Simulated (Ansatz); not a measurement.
Task: Predict a relaxed structure of the cluster Li₃H₂ (the lowest doublet isomer of a short search), charge 0, doublet, at PBE-D4/def2-TZVP (Ansatz).

Result: 
Cartesian coordinates in Å:
```
Li -0.384 0.826 1.675
Li 1.008 -1.561 0.432
Li -0.334 0.384 -1.111
H 0.570 -1.061 -1.140
H -0.859 1.412 0.143
```
Point group C2v (tolerance 0.1 Å). This is one stationary point.

The structure comes from a short search, and lower isomers may exist.
